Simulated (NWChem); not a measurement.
**Correlation energy of FLi**

```xyz
2

Li     0.0000     0.0000    -1.1467
F      0.0000     0.0000     0.3822
```
Charge 0, spin multiplicity 1.

The numbers come from NWChem runs, not from measurements. Structure: optimised with B3LYP/def2-SVP, a minimum by its harmonic frequencies.

Basis set: STO-3G. Each correlation energy counts from its own Hartree-Fock reference.

```
method        correlation energy (mHa)  difference from CCSD(T)
------------  ------------------------  -----------------------
CCSD                             -54.8                    +16.7
CR-CCSD[T]                       -76.7                     -5.2
MP2                              -58.7                    +12.8
CCSDT                            -70.2                     +1.3
CCSD(T)                          -71.5                      0.0
SCS-MP2                          -56.6                    +14.9
CR-CCSD(T)                       -70.5                     +1.0
CCSD+T(CCSD)                     -78.1                     -6.6
```

The values span 23.2 mHa, from CCSD+T(CCSD) (lowest) to CCSD (highest). 

The correlated methods keep 1 core orbital frozen. The structure started from a generated list of species. Differences from the coupled-cluster row are differences between methods, not errors against experiment.
